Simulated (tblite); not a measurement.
# BFH3: the cost of one run

Programs: tblite 0.8.0 and PySCF 2.14.0. All values are calculated, for the isolated system unless a continuum is named. Atoms count from 0, parts from 1.

## Step 1: The system as given

5 atoms, charge -1, multiplicity 1; geometry: rigid parts in contact. Parts: 1 = atoms 0–3, `B`, charge 0; 2 = atom 4, `[F-]`, charge -1.

## Step 2: Search for minima with GFN2-xTB

Job settings and geometry (Å):

```
{"job": {"kind": "dock", "xc": "GFN2-xTB", "basis": "xTB"}, "charge": -1, "multiplicity": 1, "parts": [{"atoms": "0-3", "charge": 0, "multiplicity": 1}, {"atoms": "4-4", "charge": -1, "multiplicity": 1}]}
B     -0.000167     0.000020     0.000170
H     -0.836505    -0.810052    -0.007059
H     -0.283090     1.129682     0.000244
H      1.119762    -0.319649     0.006646
F      0.966408    -0.412948    -2.301323
```

Method: GFN2-xTB search for minima from random contacts, gas phase.

Started as:

```sh
$ OMP_NUM_THREADS=1 python cluster_run.py task.json out
```

The driver reads the jobs from task.json and runs them one after another.

Q: Estimate the wall time of this first job on 1 thread of Arm Neoverse V1, shared host.

About 1.9 s.
